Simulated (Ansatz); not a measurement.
**CH₂P+ (triplet): from Hartree-Fock to the top rungs, cc-pVDZ**

The task here is to estimate one member of a computed series from the others.

Method: cc-pVDZ, core rule «outside noble gas», up to 6 orbitals frozen; program: Ansatz 0.2.0, Gaussian basis.

The runs, in order: UHF; CCSD(T) on ROHF; CCSD(T) on UHF; BCCD(T) on ROHF; CISD; CCSDT(Q) on ROHF; CCSDT(Q) on UHF; CASSCF and MRCISD+Q, 10 electrons in 10 orbitals; CASSCF and NEVPT2, 10 electrons in 10 orbitals.

17 further runs of the same task are left out: 2 for a mislabelled method, 6 that didn't finish, 9 set aside as unsound or not needed.

**The system**

The geometry is a PBE0/def2-TZVP stationary point (not a proven minimum) of the parent state, kept for this charge and spin.

4 atoms, charge 1, spin multiplicity 3.

Atoms are counted from 1 here; the program's logs count them from 0.

Bond lengths: C1–P2 1.620 Å, C1–H3 1.081 Å, P2–H4 1.434 Å. Angles: P2–C1–H3 141.3°, C1–P2–H4 98.5°.

Set-up of the first run:

in.yaml

```yaml
crystal:
  periodic: [false, false, false]
  atoms:
    - {symbol: C, position_ang: [0.000000, -0.177404, 1.123366]}
    - {symbol: P, position_ang: [0.000000, 0.098678, -0.472892]}
    - {symbol: H, position_ang: [0.000000, 0.343946, 2.069789]}
    - {symbol: H, position_ang: [0.000000, -1.262340, -0.924064]}
basis:
  gaussian: {orbitals: cc-pVDZ}
total_charge: 1
magnetization: {spin_polarized: true, initial_magnetization: 2}
hamiltonian: {xc: hf}
output: {orbitals: {seedname: orbitals}}
```

Run with:

```
ansatz run in.yaml --threads 1 --pin off --events-out ev --progress --plain --max-ram 2393MiB
```

Steps of the session up to this table: UHF; CCSD(T) on ROHF; CCSD(T) on UHF; BCCD(T) on ROHF; CISD; CCSDT(Q) on ROHF; CCSDT(Q) on UHF; CASSCF and MRCISD+Q, 10 electrons in 10 orbitals; CASSCF and NEVPT2, 10 electrons in 10 orbitals.

One table of the session follows, with a row left open; its other results are not shown here.

```
          method  from UCCSDT(Q) (meV)
            ROHF               +6295.0
             UHF               +6141.7
            RMP2               +1302.6
            UMP2               +1295.8
            CISD                +663.4
           RCCSD                +244.9
           UCCSD                +242.0
        RCCSD(T)                 +54.0
        UCCSD(T)                 +54.5
         BCCD(T)                 +52.1
          RCCSDT                     ?
          UCCSDT                 +12.4
       RCCSDT(Q)                  +1.1
       UCCSDT(Q)                     0
  CASSCF valence               +3926.3
  NEVPT2 valence                +902.2
  MRCISD valence                +248.4
MRCISD+Q valence                 +22.1
```

Q: Estimate the row for RCCSDT from the others.

The run gave: from UCCSDT(Q) (meV): +13.0. In the column «from UCCSDT(Q) (meV)» it lies between UCCSDT (+12.4) and MRCISD+Q valence (+22.1).

Limits of these values: Restricted and unrestricted rows rest on different reference determinants; where their highest levels disagree by more than a few hundredths of an eV, they describe different states and don't form one ladder.
